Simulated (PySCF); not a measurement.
AlF3, SMILES [F][Al]([F])[F]. Atoms are numbered in the order given.

```xyz
4

Al     0.0000     0.0000     0.0000
F     -1.6366     0.0000     0.0000
F      0.8183     1.4173     0.0000
F      0.8183    -1.4173     0.0000
```

Coordinates come from a TPSSh-D3(BJ)/def2-TZVP optimisation. The isomer is the one that the SMILES or the coordinates give; other isomers of the formula were not compared.

Two levels are set side by side: PBE/pcSseg-2 (PySCF) and KT2/pcSseg-2 (PySCF). GIAO shifts against CFCl3 (¹⁹F) at the same level; non-relativistic, no solvent, atoms listed together averaged. Differences are taken from unrounded values.

```
quantity                       KT2     PBE  PBE minus KT2
--------------------------  ------  ------  -------------
δ(¹⁹F) of F2, F3, F4 (ppm)  -252.1  -247.1            5.0
```

Here PBE gives about what the other level gives.

Rough cost on one machine, each run with all the roots and properties that it gave: KT2 against PBE within a factor of 2.
